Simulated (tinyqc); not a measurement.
The integration grid: Kohn-Sham SCAN on finer and finer grids in the sto-3g basis, for CH2, spin multiplicity 1. Computed by the program tinyqc with PySCF. 

Geometry (angstrom):
```
atom       x        y       z
C     0.0000   0.0000  0.0000
H     0.0000   1.0190  0.5010
H     0.0000  -1.0190  0.5010
```

Self-consistent on each grid; the net force on the molecule should vanish.

Kohn-Sham energy on Becke grids (radial x angular points per atom):
```
grid       points  residual of the electron count  E (hartree)  E - finest (mhartree)  largest net force without grid terms (hartree/bohr)
10 x 14       416                        2.00e-02    -38.48718               76.27518                                             3.66e-01
15 x 26      1164                        3.23e-03    -38.56402               -0.56602                                             7.40e-02
20 x 50      2992                        9.05e-04    -38.56425               -0.79794                                             8.69e-03
30 x 86      7706                        1.51e-04    -38.56204                1.41180                                             1.11e-01
50 x 194    29064                        6.51e-07    -38.56310                0.35762                                             5.25e-02
75 x 302    67908                        3.33e-07    -38.56362               -0.16350                                             3.14e-02
120 x 590  212158                        9.19e-10    -38.56346                0.00000                                             6.03e-04
```

The energy is within 0.1 mhartree of the finest grid first at 120 x 590. The error has both signs, since quadrature is not variational. The electron count and the net force are cheap signs of a poor grid.
